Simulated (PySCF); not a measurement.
# CH2S (Thioformaldehyde): the cost of one run

Programs: PySCF 2.14.0, with routines of our own; each step states its level. All values are computed. Atoms count from 0.

## 1. The system as given

4 atoms, charge 0, multiplicity 1; geometry from: GFN2-xTB.

## 2. Geometry optimisation at CAM-B3LYP/def2-TZVP

What the job is given:

```
{"job": {"xc": "CAM-B3LYP", "basis": "def2-TZVP", "grid": 1, "kind": "geom"}, "charge": 0, "multiplicity": 1}
C     -0.114941     0.005328     0.002935
S      1.483938    -0.052156     0.134838
H     -0.612125     0.819079    -0.508706
H     -0.746638    -0.767478     0.421236
```

The run is started by

```
$ OMP_NUM_THREADS=1 python excited_run.py task.json out
```

This one command runs all jobs of the session in turn.

**Question.** How long does this first job take on 1 thread of AMD EPYC, shared host, and how much memory does it need?

About 11 s, with a peak of 0.37 GiB.
